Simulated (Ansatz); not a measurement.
## Pulling the pair apart

The pair of H2O (SMILES O, atoms 1–3) and CH4O (SMILES CO, atoms 4–9), both closed shells, in one local arrangement (a lower one may exist), relaxed at PBE0-D4/def2-TZVP:

```
atom    x (Å)    y (Å)    z (Å)
  O1   0.3809  -0.3575  -2.2000
  H2  -0.1208  -0.1042  -1.4099
  H3   0.3264   0.3988  -2.7864
  C4   0.2249   0.0798   1.2199
  O5  -0.8449   0.2224   0.3011
  H6   0.9907   0.7973   0.9275
  H7   0.6621  -0.9231   1.1853
  H8  -0.0919   0.3035   2.2437
  H9  -1.5273  -0.4167   0.5189
```

CH4O is shifted rigidly along the line between the mean atom positions of the two fragments (negative: closer). Counterpoise interaction energies in kcal/mol. Program: Ansatz 0.2.0. Basis: def2-TZVPPD. Cores are frozen in the correlated methods.

```csv
shift (Å),PBE-D4,r2SCAN-D4,HF
-0.19,-5.14,-5.25,-2.06
-0.09,-5.69,-5.73,-3.04
0.00,-5.86,-5.86,-3.60
0.09,-5.80,-5.75,-3.86
0.23,-5.46,-5.38,-3.92
0.47,-4.55,-4.41,-3.52
0.94,-2.87,-2.73,-2.42
1.89,-1.10,-1.07,-1.07
```

Q: What does CCSD(T) give at these shifts? (To be estimated.)

A: The calculation gives: -4.23, -4.90, -5.18, -5.21, -4.98, -4.21, -2.69, -1.09 kcal/mol. For zero shift, CCSD(T) at an estimated basis limit (MP2 extrapolated from triple and quadruple zeta, plus CCSD(T) − MP2 in triple zeta) gives -5.60 kcal/mol. These are counterpoise interaction energies, counted from the two frozen fragments.

The T1 diagnostic stays at or below 0.011.

For scale, one of the runs: CCSD(T)/def2-TZVPPD, 219 basis functions, launched by `ansatz run in.yaml --threads 4 --pin off --events-out ev --progress --plain --max-ram 9574MiB`. The run took 23 s on 4 CPU threads of an INTEL XEON PLATINUM 8581C (shared host), with 3.5 GiB of host memory at its peak.
